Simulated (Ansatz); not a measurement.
in.yaml

```yaml
crystal:
  periodic: [false, false, false]
  atoms:
    - {symbol: Si, position_ang: [-0.000042, 0.003993, 0.003965]}
    - {symbol: H, position_ang: [-0.010216, 0.961878, 0.955202]}
    - {symbol: H, position_ang: [-0.016539, -1.073639, 1.088952]}
    - {symbol: H, position_ang: [0.016455, 1.081624, -1.081022]}
    - {symbol: H, position_ang: [0.011483, -1.081115, -1.073611]}
basis:
  gaussian: {orbitals: cc-pVDZ}
magnetization: {spin_polarized: false, initial_magnetization: 2}
correlation: {method: sc_nevpt2, electrons: outside_noble_gas, active_space: {window: {electrons: 4, orbitals: 4}, states: [{multiplicity: 4, weights: []}]}}
scf: {lower_state_search: light}
```

```sh
$ ansatz run in.yaml --threads 1 --pin off --events-out ev --progress --plain --max-ram 2393MiB
```

**Question.** One thing in this input was set wrong on purpose, beside settings that are merely unusual. What is the gravest fault, and what does the program do?

**Answer.** Impossible set of states or weights. How the run ends: refused.
```
Error: set 0 has no weights, but each of its states needs one positive weight
```
